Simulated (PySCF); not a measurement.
**HF, PBE0: how much the basis matters**

PySCF, UKS reference; singlet, unpaired electrons none; De to H + F without counterpoise correction.

| basis | relativity | functions | Re (Å) | ωe (cm⁻¹) | De (eV) | μ (D) |
| --- | --- | --- | --- | --- | --- | --- |
| 3-21G | no relativity | 11 | 0.962 | 3719 | 4.92 | -2.03 |
| pcseg-1 | no relativity | 19 | 0.925 | 4121 | 5.70 | -1.91 |
| def2-SVPD | no relativity | 31 | 0.920 | 4150 | 5.96 | -1.84 |
| def2-TZVP | no relativity | 37 | 0.920 | 4153 | 5.84 | -1.93 |
| cc-pVTZ | no relativity | 44 | 0.918 | 4164 | 5.86 | -1.83 |
| def2-TZVPP | no relativity | 45 | 0.918 | 4157 | 5.90 | -1.85 |
| def2-TZVPPD | no relativity | 57 | 0.918 | 4149 | 5.94 | -1.81 |

Task: How does each smaller set differ from the one with most functions, def2-TZVPPD?

Result: 3-21G: +4.4 pm, -10.4 % in ωe, -1.02 eV in De; pcseg-1: +0.7 pm, -0.7 % in ωe, -0.24 eV in De; def2-SVPD: +0.2 pm, +0.0 % in ωe, +0.02 eV in De; def2-TZVP: +0.2 pm, +0.1 % in ωe, -0.10 eV in De; cc-pVTZ: +0.0 pm, +0.4 % in ωe, -0.08 eV in De; def2-TZVPP: +0.0 pm, +0.2 % in ωe, -0.04 eV in De. All at PBE0; the set with most functions is neither the basis-set limit nor always the best.

A positive dipole means H(−)F(+). 3-21G is very small, so such numbers show the basis as much as the molecule.
